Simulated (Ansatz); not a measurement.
A nudged elastic band was laid between two geometries of H₄OSi (6 atoms, charge 0, multiplicity 1).

Level of theory: Ansatz, RKS PBE0/def2-SVP.

```json
{
  "movable images": "5",
  "climbing image": "yes",
  "spring": "5.0 eV/Å²",
  "optimiser": "quadratic models (default)",
  "start path": "through a guess of the saddle point",
  "force threshold": "0.05 eV/Å",
  "iteration limit": "60",
  "end points": "relaxed"
}
```

Initial state:

```xyz
6
Properties=species:S:1:pos:R:3
Si 0.302 -0.021 0.082
O 0.594 -0.114 1.719
H -0.173 -0.172 2.296
H 1.634 0.055 -0.575
H -0.501 1.190 -0.278
H -0.437 -1.220 -0.426
```

Final state:

```xyz
6
Properties=species:S:1:pos:R:3
Si 0.039 0.187 -0.736
O 0.941 0.140 1.126
H 0.407 -0.303 1.798
H 1.789 -0.321 1.088
H -1.025 1.102 -0.123
H -0.730 -1.087 -0.335
```

(1) Which bonds break or form, and what moves?

(2) Give the energies along the band, and the barrier.

(3) What is the geometry of the highest image?

Results:

(1) Bonds broken: Si1–H4. Bonds formed: O2–H4.

(2) It converged. The highest image is number 4 of 0 to 6, 313.1 kJ/mol above the first end and 93.5 kJ/mol above the last; the last end lies 219.7 kJ/mol above the first. Beside the main top the profile has a ripple of under 15 meV (maxima at images 1, 4), which may be a very shallow well or noise. Neighbouring images differ by up to 2.1 eV, so the band resolves the path poorly. A vibrational analysis at the climbing image gives one clearly imaginary mode, 1479i cm⁻¹: a first-order saddle point. The orbitals stay closed-shell, which can raise the energy where a bond breaks towards radicals; this wasn't checked here.

| image | path coordinate (Å) | energy (kJ/mol) | Si1–H4 (Å) | O2–H4 (Å) |
| --- | --- | --- | --- | --- |
| 0 | 0.00 | 0.0 | 1.49 | 2.52 |
| 1 | 0.63 | 2.4 | 1.49 | 2.60 |
| 2 | 1.27 | 1.6 | 1.49 | 2.56 |
| 3 | 1.90 | 114.1 | 1.48 | 1.98 |
| 4 | 2.54 | 313.1 | 1.62 | 1.29 |
| 5 | 3.23 | 227.8 | 2.31 | 0.97 |
| 6 | 3.93 | 219.7 | 2.58 | 0.97 |

(3) 
```xyz
6
Properties=species:S:1:pos:R:3
Si 0.164 0.040 -0.335
O 0.674 0.194 1.506
H 0.580 -0.655 1.964
H 1.517 0.005 0.550
H -0.706 1.246 -0.546
H -0.808 -1.112 -0.321
```

Time of the run: 73 s on 1 thread of Arm Neoverse V2, with other jobs on the host, peak memory 0.094 GiB.
